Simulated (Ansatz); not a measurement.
**[CH$_{3}$···H···Cl], doublet: transfer scan**

Starting geometry:

```xyz
6

C    -2.1301    0.0000    0.0000
H    -2.4933    1.0273    0.0000
H    -2.4933   -0.5137    0.8897
H    -2.4933   -0.5137   -0.8897
H    -1.0405    0.0000    0.0000
Cl    0.9639    0.0000    0.0000
```

From there H5 is moved from one fragment to the other while all else, the fragments' distance too, stays fixed, so the hump isn't the reaction's barrier; atoms are numbered as listed. Energies are in kcal/mol, counted from the starting geometry at the same level.

Basis cc-pVDZ; Ansatz 0.2.0. Correlated methods freeze the noble-gas cores. Prefix R: restricted or restricted open-shell reference; prefix U: unrestricted. Active spaces: valence = (15e, 12o) chosen from the atoms' valence shells.

Runs in a small pair space aren't shown, since their orbitals change along the scan.

Full CI isn't at hand for all of this; UCCSDT(Q) serves as the reference, and is uncertain by about the last step of the cluster series. The frozen core follows each run's orbitals, which can shift R against U totals by a few meV.

```tsv
distance C1-H5 (Å)	NEVPT2 (valence space)
1.090	0.0
1.183	1.6
1.370	10.9
1.557	13.3
1.744	9.0
```

Question: Estimate the UCCSDT(Q) curve in cc-pVDZ from this one, knowing how NEVPT2 (valence space) errs.

Answer: The computed UCCSDT(Q) values, in kcal/mol from the starting point, and the error of NEVPT2 (valence space) against them:
| distance C1-H5 (Å) | UCCSDT(Q) | NEVPT2 (valence space) less UCCSDT(Q) |
| --- | --- | --- |
| 1.090 | 0.0 | 0.0 |
| 1.183 | 1.9 | -0.3 |
| 1.370 | 12.3 | -1.5 |
| 1.557 | 16.0 | -2.7 |
| 1.744 | 12.0 | -3.0 |

The error spans 3.0 kcal/mol and is largest, -3.0 kcal/mol, at 1.744 Å.
